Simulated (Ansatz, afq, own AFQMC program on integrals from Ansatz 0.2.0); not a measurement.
# Where AFQMC and coupled cluster stand for MgPH2, quartet

```json
{"atom": "P", "x (Å)": "0.0000", "y (Å)": "0.0214", "z (Å)": "1.1654"}
{"atom": "Mg", "x (Å)": "0.0000", "y (Å)": "-0.0390", "z (Å)": "-1.5245"}
{"atom": "H", "x (Å)": "0.0000", "y (Å)": "-1.2994", "z (Å)": "1.6882"}
{"atom": "H", "x (Å)": "0.0000", "y (Å)": "1.5824", "z (Å)": "-0.7393"}
```

Connectivity, by distances: PH–MgH.

Basis cc-pVDZ. Noble-gas cores (and the filled d shells of Ga–Kr and In–Xe) are frozen. Ansatz 0.2.0 and our own AFQMC program on the same integrals; the CISD trial comes from CCSD amplitudes, and released means the phaseless constraint is let go. Error bars are statistical, one sigma.

Determinant: UHF, the one that the program's search chose, which needn't be the lowest solution. The geometry is a point of a scan.

No full CI on the walks' own integrals is used here; CCSDT(Q) serves as the reference and is uncertain by about the last step of the cluster series.

Cautions: lower spins were not checked; the ph-AFQMC/CISD walk drifts between its halves (2.1 errors).

- T1 diagnostic: 0.0264
- weight of the determinant in the CISD state: 0.885
- ⟨S²⟩ of the determinant: 3.788
- size of the correlated space: 9 electrons in 36 orbitals

Reference: CCSDT(Q), correlation energy -4.263 eV. The released energy is read at 2.40 1/Eh (meV from the phaseless value at times in 1/Eh: -8 ± 8 at 0.24, -5 ± 8 at 0.51, -9 ± 8 at 0.99, -20 ± 11 at 1.62, -17 ± 12 at 2.40).

```tsv
level	E − E(reference) (kcal/mol)	share of correlation (%)
HF	98.32	0.00
MP2	24.38	75.21
CCSD	3.35	96.59
CCSD(T)	0.85	99.14
CCSDT	0.12	99.88
ph-AFQMC/CISD	0.54 ± 0.18	99.45
released AFQMC	0.16 ± 0.28	99.84
```

A walk keeps the symmetry of its determinant, which the program's search chose and which needn't be the lowest solution, so a lower state of the same spin and another symmetry isn't excluded. Released energies are given only where the last usable release times agree within the noise; a slower fall can still hide under it.
